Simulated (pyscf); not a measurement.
One four-centre exchange on the singlet surface with elements of a group swapped. CCSD(T)/def2-TZVPP + ΔMP2(QZVPP), kcal/mol, from the separated reactants. Optimised with ωB97X-D3(BJ)/def2-SVP in PySCF. Correlated levels are frozen-core, on RHF or UHF. ΔMP2 is the change of the MP2 total energy from the triple- to the quadruple-zeta basis.

| step | barrier | reaction energy | imaginary mode (i cm⁻¹) |
|---|---|---|---|
| `[CH3][AlH2]` + `[OH2]` → `[CH4]` + `[OH][AlH2]` | -1.1 | -35.4 | 1362 |
| `[CH3][InH2]` + `[OH2]` → `[CH4]` + `[OH][InH2]` | 12.5 | -15.8 | 1452 |
| `[CH3][GaH2]` + `[OH2]` → `[CH4]` + `[OH][GaH2]` | ___ | ___ | 1459 |

Fill in the missing entries.


- `[CH3][GaH2]` + `[OH2]` → `[CH4]` + `[OH][GaH2]`, barrier: 12.1
- `[CH3][GaH2]` + `[OH2]` → `[CH4]` + `[OH][GaH2]`, reaction energy: -20.3

Row 1: On the reactant side the descent ends in an adduct with a Al–O contact, 21.3 kcal/mol under the separated species and 17.4 kcal/mol under the saddle at ωB97X-D3(BJ)/def2-TZVP. Row 2: On the reactant side the descent ends in an adduct with a In–O contact, 13.4 kcal/mol under the separated species and 24.3 kcal/mol under the saddle at ωB97X-D3(BJ)/def2-TZVP. Row 3: On the reactant side the descent ends in an adduct with a Ga–O contact, 14.6 kcal/mol under the separated species and 24.9 kcal/mol under the saddle at ωB97X-D3(BJ)/def2-TZVP. Each row is the saddle that its search found. The CCSD(T) − MP2 part came from Ansatz, without density fitting, on the same reference. The frozen core leaves the outer d or s,p core shells of the metals and heavy elements correlated in the MP2 and CC values, and def2-TZVPP describes them poorly, which can shift differences by a few kcal/mol. Elements up to Kr have no core potential and no relativistic terms here. Elements past Kr carry the def2 core potentials, without spin-orbit coupling.
